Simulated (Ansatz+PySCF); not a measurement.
**singlet SiH2: levels of theory in one basis**

```xyz
3

Si    0.0000    0.0000   -0.1342
H     0.0000    1.0962    0.9391
H     0.0000   -1.0962    0.9391
```

Basis set: def2-SVP (spherical functions). Left uncorrelated: 5 orbitals. Charge 0, multiplicity 1.

Computed with Ansatz (development build ahead of 0.2.0); each method stands on the lowest determinant of its kind that the runs found. NEVPT2 correlates all electrons. Active spaces start from the frontier orbitals, and the lowest solution found is given.

```json
{"method": "RHF", "E − E(RHF) (eV)": "0.00", "<S²> of the determinant": "0.00"}
{"method": "UHF", "E − E(RHF) (eV)": "-0.08", "<S²> of the determinant": "0.37"}
{"method": "RHF-MP2", "E − E(RHF) (eV)": "-2.37", "<S²> of the determinant": "–"}
{"method": "UHF-MP2", "E − E(RHF) (eV)": "-2.24", "<S²> of the determinant": "0.37"}
{"method": "RHF-CCSD", "E − E(RHF) (eV)": "-3.12", "<S²> of the determinant": "–"}
{"method": "UHF-CCSD", "E − E(RHF) (eV)": "-3.11", "<S²> of the determinant": "0.37"}
{"method": "RHF-CCSD(T)", "E − E(RHF) (eV)": "-3.18", "<S²> of the determinant": "–"}
{"method": "UHF-CCSD(T)", "E − E(RHF) (eV)": "-3.18", "<S²> of the determinant": "0.37"}
{"method": "full CI (lowest root of this spin)", "E − E(RHF) (eV)": "-3.20", "<S²> of the determinant": "–"}
{"method": "CASSCF(6,6)", "E − E(RHF) (eV)": "-1.33", "<S²> of the determinant": "–"}
{"method": "SC-NEVPT2(6,6)", "E − E(RHF) (eV)": "-2.82", "<S²> of the determinant": "–"}
{"method": "SC-NEVPT2(2,2)", "E − E(RHF) (eV)": "-2.69", "<S²> of the determinant": "–"}
```

Problem. What does CASSCF(2,2) give on the same scale?

Solution. -0.52 eV.

Problem. Is a single determinant a sound starting point here?

Solution. Only with care. Unrestricted orbitals gain 0.08 eV and <S²> is 0.37 against 0.00 for a pure state, so spin symmetry breaks but gains little energy; restricted orbitals can still serve. The CASSCF(6,6) natural occupations are 1.98, 1.97, 1.92, 0.08, 0.03, 0.02. The CASSCF(2,2) natural occupations are 1.92, 0.08.

Caution for UHF, UHF-MP2, UHF-CCSD, UHF-CCSD(T): the unrestricted determinant is spin contaminated; the determinant breaks the point group. Caution for UHF-MP2: another reference gives a lower total.
